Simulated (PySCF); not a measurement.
SiH3F, optimised at B3LYP/6-31G*:

```xyz
5

Si    -0.0148     0.0173    -0.0354
F     -0.0161     0.6552    -1.5188
H     -0.0216    -1.4638    -0.1409
H      1.2036     0.4633     0.6867
H     -1.2254     0.4739     0.6933
```

Computed with PySCF (xtb for GFN2) and rigid-rotor harmonic-oscillator thermochemistry at 1 bar. 6-31G* has spherical d functions here. All species are closed-shell singlets. B3LYP is the form with VWN-RPA correlation.

**Question.** List the harmonic frequencies (cm⁻¹, unscaled) at this level and at the other levels, each on its own geometry.

**Answer.** 
- B3LYP/6-31G*: 741, 741, 888, 956, 956, 1041, 2271, 2278, 2278
- GFN2-xTB: 570, 570, 778, 778, 788, 831, 2343, 2343, 2364
- HF/6-31G*: 796, 796, 941, 1051, 1051, 1112, 2420, 2420, 2427
- PBE/def2-SVP: 703, 703, 850, 907, 907, 984, 2182, 2193, 2193
- PBE0/def2-TZVP: 722, 722, 880, 956, 956, 987, 2250, 2257, 2257
